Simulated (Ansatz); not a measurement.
# BH2S radical (SMILES B[S]): single points off equilibrium

An exercise on one series of results from a longer session: the logs are not shown, and one member is left open.

Program: Ansatz 0.2.0, Gaussian basis. Level of theory: single points in def2-TZVPP. These are calculated values, not measurements.

Cores are frozen in the correlated methods. Orbitals are unrestricted.

## Starting geometry

SMILES `B[S]`, 4 atoms, charge 0, spin multiplicity 2.

Atoms are counted from 1 here; the program's logs count them from 0.

Bond lengths: B1–S2 1.690 Å, B1–H3 1.195 Å, B1–H4 1.182 Å. Angles: S2–B1–H3 118.2°, S2–B1–H4 120.8°, H3–B1–H4 121.0°.

As a file:

| atom | x (Å) | y (Å) | z (Å) |
| --- | --- | --- | --- |
| B1 | -0.11020 | 0.03300 | -0.06440 |
| S2 | 1.33900 | -0.37370 | 0.70470 |
| H3 | -1.10580 | -0.53850 | 0.26880 |
| H4 | -0.14290 | 0.88280 | -0.88460 |

The first run:

run/in.yaml

```yaml
crystal:
  periodic: [false, false, false]
  atoms:
    - {symbol: B, position_ang: [-0.110200, 0.033000, -0.064400]}
    - {symbol: S, position_ang: [1.339000, -0.373700, 0.704700]}
    - {symbol: H, position_ang: [-1.105800, -0.538500, 0.268800]}
    - {symbol: H, position_ang: [-0.142900, 0.882800, -0.884600]}
basis:
  gaussian: {orbitals: def2-TZVPP}
magnetization: {spin_polarized: true, initial_magnetization: 1}
correlation: {method: ccsd_t}
scf: {omitted_lower_state_checks: [cluster_reference]}
output: {forces: true}
```

The command line of these runs was not kept.

Among the steps run: CCSD(T)/def2-TZVPP; PBE0-D4/def2-TZVPP; wB97M-V/def2-TZVPP; r2SCAN-D4/def2-TZVPP; PBE-D4/def2-TZVPP; CAM-B3LYP-D4/def2-TZVPP; SPW92/def2-TZVPP.

One table of the session follows, with a row left open; its other results are not shown here.

| method | RMS force component (eV/Å) | angle to CCSD(T) forces (°) | dipole (D) |
| --- | --- | --- | --- |
| CCSD(T) | 0.496 | reference | 0.03 |
| PBE0-D4 | 0.305 | 16.4 | 0.21 |
| wB97M-V | 0.334 | 6.0 | 0.14 |
| r2SCAN-D4 | 0.286 | 20.4 | 0.26 |
| PBE-D4 | ? | ? | ? |
| CAM-B3LYP-D4 | 0.314 | 7.8 | 0.19 |
| SPW92 | 0.301 | 95.6 | 0.34 |

Q: Estimate the row for PBE-D4 from the others.

The run gave: RMS force component (eV/Å): 0.313; angle to CCSD(T) forces (°): 38.0; dipole (D): 0.24. In the column «RMS force component (eV/Å)» it lies between PBE0-D4 (0.305) and CAM-B3LYP-D4 (0.314).
